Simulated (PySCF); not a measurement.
**Adding and removing an electron: SiP**

r²SCAN; basis Si x2c-SVPall, P x2c-SVPall; spin-free X2C with a Gaussian nucleus; PySCF 2.14. Neutral (UKS): doublet (π ↑), Re = 2.087 Å, ωe = 626 cm⁻¹, De = 3.58 eV, HOMO -6.11 eV, LUMO -5.39 eV.

SiP⁺ (UKS): triplet (π ↑↑), Re = 2.243 Å, ωe = 492 cm⁻¹, De = 2.93 eV to Si⁺ + P. The energies at the minima are -631.91233 hartree for SiP and -631.58233 for SiP⁺.

Q: Work out the adiabatic ionisation energy, without and with harmonic zero-point energies (1 hartree = 27.2114 eV, 1 eV = 8065.5 cm⁻¹), and the change of the bond length.

A: At r²SCAN: 0.33000 hartree = 8.980 eV between the minima; the zero-point term (492.0 − 626.0)/2 cm⁻¹ = -0.008 eV makes it 8.971 eV. Re changes by +15.6 pm against the neutral. The electron leaves a π orbital, and the longer bond of the ion fits a bonding orbital, or a change in how ionic the bond is.

For an ion De counts to the pair picked by the measured ionisation energies or electron affinities, which need not be the lowest pair at this level. States were picked by a PBE0 search and need not be the measured ground states.
